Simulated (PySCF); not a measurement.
Rock-salt MgS, treated with MP2 in PySCF (GTH pseudopotentials, Gaussian basis).

The cell has the measured lattice parameters. Conventional cell: a = 5.2033 Å, b = 5.2033 Å, c = 5.2033 Å, α = 90.00°, β = 90.00°, γ = 90.00°.

The correlation energy at a fixed k mesh 2×2×2:

```csv
basis,value (eV/atom)
DZ,-2.2388
TZ,-3.0723
QZ,-3.3757
```

**Question.** Taking the value to converge with the cardinal number X as X^(−3), extrapolate from the last two rows.

**Answer.** With y = y∞ + c/w and weights w = 27 and 64 for the last two rows, y∞ = (w2 y2 − w1 y1)/(w2 − w1) = (64 × -3.3757 − 27 × -3.0723)/37 = -3.5971 eV/atom, which lies 0.2214 beyond the last row. Successive pairs of rows give -3.4232, -3.5971. The limit also hangs on the law assumed, so its last digits aren't firm.

The other settings are not extrapolated, so this is the limit in one setting alone.
